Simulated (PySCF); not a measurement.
Basis-set dependence of SiB at PBE0

PySCF, UKS reference; quartet, unpaired electrons σ ↑, π ↑↑; De to Si + B without counterpoise correction.

```csv
basis,relativity,functions,Re (Å),ωe (cm⁻¹),De (eV),μ (D)
STO-3G,no relativity,14,1.824,983,5.31,-0.27
3-21G,no relativity,22,1.955,707,3.22,-0.23
cc-pV(D+d)Z/cc-pVDZ,no relativity,37,1.914,770,3.51,-0.47
jorge-DZP-DKH,spin-free X2C,39,1.920,760,3.46,-0.46
"6-311G(d,p)",no relativity,44,1.910,766,3.47,-0.41
def2-TZVP,no relativity,68,1.904,772,3.56,-0.48
def2-TZVPP,no relativity,73,1.904,772,3.56,-0.48
def2-TZVPPD,no relativity,85,1.904,772,3.56,-0.49
```

(1) How does each smaller set differ from the one with most functions, def2-TZVPPD?

A positive dipole means Si(−)B(+). 3-21G and STO-3G are very small, so such numbers show the basis as much as the molecule. The state is the lowest determinant that a PBE0 search found; another state may lie lower at other levels.

Results:

(1) STO-3G: -8.0 pm, +27.3 % in ωe, +1.75 eV in De; 3-21G: +5.1 pm, -8.4 % in ωe, -0.34 eV in De; cc-pV(D+d)Z/cc-pVDZ: +1.0 pm, -0.3 % in ωe, -0.05 eV in De; jorge-DZP-DKH: +1.6 pm, -1.6 % in ωe, -0.10 eV in De; 6-311G(d,p): +0.6 pm, -0.8 % in ωe, -0.09 eV in De; def2-TZVP: +0.0 pm, +0.0 % in ωe, +0.00 eV in De; def2-TZVPP: +0.0 pm, +0.0 % in ωe, +0.00 eV in De. All at PBE0; the set with most functions is neither the basis-set limit nor always the best. The rows treat relativity differently, so the differences are not basis effects alone.
